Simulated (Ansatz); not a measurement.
Geometry optimisation, RKS PBE0/def2-SVP in Ansatz.

The input (input.yaml):

```yaml
crystal:
  periodic: [false, false, false]
  atoms:
    - { symbol: B, position_ang: [0.0, 0.0, 0.0] }
    - { symbol: Cl, position_ang: [0.0, 0.0, 2.21] }
    - { symbol: C, position_ang: [1.3856, 0.0, -0.8] }
    - { symbol: H, position_ang: [1.7152, -1.0462, -0.9702] }
    - { symbol: H, position_ang: [1.2491, 0.508, -1.7774] }
    - { symbol: H, position_ang: [2.1552, 0.5381, -0.2082] }
    - { symbol: H, position_ang: [-1.0305, 0.0, -0.595] }
    - { symbol: H, position_ang: [0.0668, 1.4124, 0.4698] }
    - { symbol: H, position_ang: [0.0595, 1.2578, 1.3665] }
basis:
  gaussian: { orbitals: def2-SVP }
hamiltonian:
  xc: pbe0
relax:
  f_tol: 0.15
  max_steps: 25
  restrain:
    - { distance: [0, 7], at: 2.39, k: 30.0 }
    - { distance: [8, 1], at: 2.57, k: 30.0 }
    - { distance: [0, 1], at: 1.86, k: 30.0 }
    - { distance: [8, 7], at: 0.66, k: 30.0 }
```

Run as:

```bash
$ ansatz run input.yaml --threads 1 --pin off --max-ram 2048MiB --backend cpu --events-out ev --progress --plain --runs-dir out
```

Task: Where does it end, and by what steps?

Result: The run converged. The restraints hold the end off the free minimum. After 8 steps the energy has fallen by 2.187 eV (the restraints' own energy left out); H8 moved furthest, 0.78 Å. Parted: Cl2–H9 (1.52 → 2.58 Å).

```tsv
step	energy less start (eV)	largest force component (eV/Å)	accepted
0	0.0000	3.400	yes
1	-0.3699	2.049	yes
2	-0.6603	4.358	yes
3	-1.3414	3.132	yes
4	-2.0710	1.898	yes
5	-2.1587	1.552	yes
6	-2.1855	1.619	yes
7	-2.1866	1.098	no
8	-2.1872	1.530	yes
```

```xyz
9
Properties=species:S:1:pos:R:3
B 0.088 -0.193 0.118
Cl 0.161 -0.616 1.892
C 1.397 -0.073 -0.705
H 1.590 -1.093 -1.087
H 1.299 0.575 -1.588
H 2.275 0.219 -0.114
H -1.021 -0.136 -0.349
H -0.111 2.169 0.451
H -0.077 1.818 1.078
```

Time of the run: 20 s on 1 thread of Arm Neoverse V2, with other jobs on the host, peak memory 0.14 GiB.
